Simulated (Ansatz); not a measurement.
Input file:

```yaml
crystal:
  periodic: [false, false, false]
  atoms:
    - {symbol: C, position_ang: [0.002337, -0.001845, 1.156416]}
    - {symbol: Si, position_ang: [0.001504, -0.017987, -0.539515]}
    - {symbol: Si, position_ang: [0.049468, 0.041323, -2.824128]}
    - {symbol: H, position_ang: [-0.053309, -0.021491, 2.207227]}
basis:
  gaussian: {orbitals: cc-pVDZ}
magnetization: {spin_polarized: false, initial_magnetization: 3}
correlation: {method: ccsdt_q, electrons: outside_noble_gas}
```

```sh
$ ansatz run in.yaml --threads 1 --pin off --events-out ev --progress --plain --max-ram 2393MiB
```

Output:

```
996 factors; integrals over basis functions are off by at most 1.6e-7 eV
mean field evaluation 1: about -16763.5570 eV, gradient 1.8e1 eV
mean field evaluation 2: about -16763.5616 eV, gradient 1.8e1 eV
mean field evaluation 4: about -16765.1171 eV, gradient 4.0e0 eV
mean field evaluation 8: about -16765.2442 eV, gradient 8.3e-3 eV
mean field evaluation 16: about -16765.2442 eV, gradient 1.1e-3 eV
mean field evaluation 32: about -16765.2450 eV, gradient 5.8e-3 eV
mean field evaluation 64: about -16765.2443 eV, gradient 8.0e-4 eV
mean field evaluation 96: about -16765.2451 eV, gradient 5.6e-3 eV
mean field evaluation 128: about -16765.2451 eV, gradient 7.9e-3 eV
mean field evaluation 160: about -16765.2447 eV, gradient 3.1e-2 eV
...
cycle  19  -8.53656503 eV  change   -4.5e-6 eV  update   1.8e-5
cycle  20  -8.53656571 eV  change   -6.8e-7 eV  update   1.4e-5
cycle  21  -8.53656439 eV  change    1.3e-6 eV  update   9.2e-6
cycle  22  -8.53656128 eV  change    3.1e-6 eV  update   6.1e-6
cycle  23  -8.53656303 eV  change   -1.8e-6 eV  update   4.0e-6
cycle  24  -8.53656592 eV  change   -2.9e-6 eV  update   2.9e-6
cycle  25  -8.53656942 eV  change   -3.5e-6 eV  update   2.3e-6
cycle  26  -8.53657098 eV  change   -1.6e-6 eV  update   1.9e-6
cycle  27  -8.53657117 eV  change   -1.9e-7 eV  update   1.7e-6
cycle  28  -8.53657070 eV  change    4.8e-7 eV  update   1.6e-6
perturbative correction -0.04010902 eV, -0.0014739793 hartree
Total energy: -16773.82183649 eV, -616.4265827862 hartree
```

Ran on 1 thread of Arm Neoverse V2, shared host: 2.9 min wall, 0.95 GiB peak host memory.
